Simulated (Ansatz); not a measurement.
**Rb₂Cd: from a trial structure to a relaxed crystal**

These are results of Ansatz 0.2.0, DFT PBE, scalar-relativistic, plane waves, PAW, not measurements. Cutoff 420 eV, Γ-centred k mesh, Gaussian smearing, no spin polarisation in the final step.

The start puts Rb₂Cd on the cubic Laves (C15) structure type (Fd-3m, No. 227), with Cd in place of Mg, Rb in place of Cu, at a guessed volume.

```yaml
crystal:
  lattice:
    - [0.00000, 4.74546, 4.74546]
    - [4.74546, 0.00000, 4.74546]
    - [4.74546, 4.74546, 0.00000]
  atoms:
    - { symbol: Rb, position: [0.62500, 0.62500, 0.62500] }
    - { symbol: Rb, position: [0.12500, 0.62500, 0.62500] }
    - { symbol: Rb, position: [0.62500, 0.62500, 0.12500] }
    - { symbol: Rb, position: [0.62500, 0.12500, 0.62500] }
    - { symbol: Cd, position: [0.00000, 0.00000, 0.00000] }
    - { symbol: Cd, position: [0.25000, 0.25000, 0.25000] }
```

Cell and atoms relax at zero pressure; the relaxation can't lower the symmetry of the start. After a coarse first stage the cell is made exact in the group found at 0.06 Å.

Formation energies are uncorrected and refer to the elements' standard structures at the same level.

(1) Which crystal results?

(2) What are its volume, energy, density and gap?

## Answers

(1) It keeps Fd-3m (No. 227). The result has the cubic Laves (C15) structure. Conventional cell: a = 12.100 Å. Rb has 6 Rb at 4.28 Å and 6 Cd at 5.02 Å; around Cd lie 12 Rb at 5.02 Å and 4 Cd at 5.24 Å.

```xyz
6
Lattice="0.0000 6.0498 6.0498 6.0498 0.0000 6.0498 6.0498 6.0498 0.0000" Properties=species:S:1:pos:R:3 pbc="T T T"
Rb    7.5623    7.5623    7.5623
Rb    7.5623    4.5374    4.5374
Rb    4.5374    4.5374    7.5623
Rb    4.5374    7.5623    4.5374
Cd    0.0000    0.0000    0.0000
Cd    3.0249    3.0249    3.0249
```

(2) The volume per atom is 73.81 Å³, the density is 2.12 g/cm³ and the energy over the elements is 0.26 eV/atom. The gap on the 6×6×6 mesh is 0 eV (a metal).

The final run used a 6×6×6 mesh on its 6-atom cell and 0.10 eV smearing. For metals, differences of a few meV/atom aren't resolved. Symmetry constrained the relaxation, so the result can be a saddle point.

Cost: 3 runs of about 1.1 core-minutes in all, on Intel Xeon 6975P-C (Granite Rapids) (shared hosts).